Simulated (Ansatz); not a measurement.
# CHClF+: single points off equilibrium

The task here is to estimate one member of a computed series from the others.

Computed with Ansatz 0.2.0, Gaussian basis. Level: single points in def2-TZVPP.

Cores are frozen in the correlated methods.

### The system as given

4 atoms, charge 1, spin multiplicity 1.

Atoms are counted from 1 here; the program's logs count them from 0.

Bond lengths: F1–C2 1.366 Å, C2–Cl3 1.565 Å, C2–H4 1.079 Å. Angles: F1–C2–Cl3 123.7°, F1–C2–H4 106.0°, Cl3–C2–H4 127.1°.

As a file:

```
F     0.4331   -0.9182    0.7711
C     0.1285    0.0865   -0.1029
Cl   -1.1806    0.1234   -0.9605
H     0.7428    0.9266    0.1832
```

Set-up of the first run:

run/in.yaml reads:

```yaml
crystal:
  periodic: [false, false, false]
  atoms:
    - {symbol: F, position_ang: [0.433100, -0.918200, 0.771100]}
    - {symbol: C, position_ang: [0.128500, 0.086500, -0.102900]}
    - {symbol: Cl, position_ang: [-1.180600, 0.123400, -0.960500]}
    - {symbol: H, position_ang: [0.742800, 0.926600, 0.183200]}
basis:
  gaussian: {orbitals: def2-TZVPP}
total_charge: 1
correlation: {method: ccsd_t}
output: {forces: true}
```

The command line of these runs was not kept.

Among the steps run: CCSD(T)/def2-TZVPP; PBE0-D4/def2-TZVPP; wB97M-V/def2-TZVPP; r2SCAN-D4/def2-TZVPP; PBE-D4/def2-TZVPP; BLYP-D4/def2-TZVPP; r2SCANh-D4/def2-TZVPP.

One table of the session follows, with a row left open; its other results are not shown here.

| method | RMS force component (eV/Å) | angle to CCSD(T) forces (°) |
| --- | --- | --- |
| CCSD(T) | 2.032 | reference |
| PBE0-D4 | 2.101 | 5.3 |
| wB97M-V | ? | ? |
| r2SCAN-D4 | 1.936 | 1.8 |
| PBE-D4 | 1.804 | 5.5 |
| BLYP-D4 | 1.739 | 9.7 |
| r2SCANh-D4 | 2.036 | 4.0 |

**Question.** Estimate the row for wB97M-V.

**Answer.** RMS force component (eV/Å): 2.055; angle to CCSD(T) forces (°): 3.4. In the column «RMS force component (eV/Å)» it lies between r2SCANh-D4 (2.036) and PBE0-D4 (2.101).
